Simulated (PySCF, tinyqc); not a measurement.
Ways to converge the cycle: SCF convergence aids in the sto-6g basis, for HF, spin multiplicity 1. Computed by the program tinyqc with PySCF. RHF with one setting changed at a time; a run stops when the energy changes by less than 1e-09 hartree and the error matrix is below 1e-5. The start is random orbitals. Damping d keeps d of the old density; a shift (hartree) raises the virtual levels; DIIS n extrapolates F over n matrices.

Geometry (angstrom):
```
atom       x       y       z
F     0.0000  0.0000  0.0000
H     0.0000  0.0000  1.2740
```

lowest restricted solution found by these runs and by PySCF = -99.426898 hartree

Largest element of the error matrix X^T (FDS - SDF) X:
```
iteration    plain  damping 0.3  damping 0.6  shift 0.4   DIIS 3   DIIS 8
1          7.5e+00      7.5e+00      7.5e+00    7.5e+00  7.5e+00  7.5e+00
2          5.0e-01      2.3e+00      4.5e+00    4.8e-01  5.0e-01  5.0e-01
3          6.3e-02      6.8e-01      2.7e+00    2.0e-01  6.3e-02  6.3e-02
4          3.7e-02      2.1e-01      1.6e+00    8.0e-02  3.7e-02  3.7e-02
5          2.5e-02      6.2e-02      9.8e-01    6.2e-02  2.0e-02  2.0e-02
6          1.7e-02      3.2e-02      5.8e-01    5.1e-02  7.7e-03  3.5e-03
8          7.4e-03      2.0e-02      2.1e-01    3.2e-02  8.4e-05  1.7e-05
10         3.3e-03      1.2e-02      7.6e-02    1.9e-02  1.1e-06  7.0e-08
14         6.4e-04      4.0e-03      1.9e-02    7.0e-03        -        -
20         5.4e-05      8.0e-04      8.2e-03    1.5e-03        -        -
30               -      5.5e-05      1.9e-03    1.2e-04        -        -
45               -            -      2.2e-04          -        -        -
60               -            -      2.5e-05          -        -        -
```

How each run ends:
```
run          iterations  E (hartree)                                                        state
plain                25   -99.426898                                                 lowest found
damping 0.3          37   -99.426898                                                 lowest found
damping 0.6         >60   -99.426898  falls steadily but slowly, by a factor of about 0.87 a step
shift 0.4            40   -99.426898                                                 lowest found
DIIS 3               10   -99.426898                                                 lowest found
DIIS 8               10   -99.426898                                                 lowest found
```

What does the comparison show, and why?

5 of 6 runs reach the lowest restricted solution found, in 10 to 40 iterations (fastest: DIIS 3, DIIS 8). Not converged: damping 0.6. Plain steps already contract here, so damping only slows them. DIIS 3 and DIIS 8 gain by cancelling the error over several earlier matrices, much as a quasi-Newton step does. The restricted reference is unstable here: a spin-polarised solution lies 0.0055 hartree lower (PySCF), so results built on it describe a poor reference.
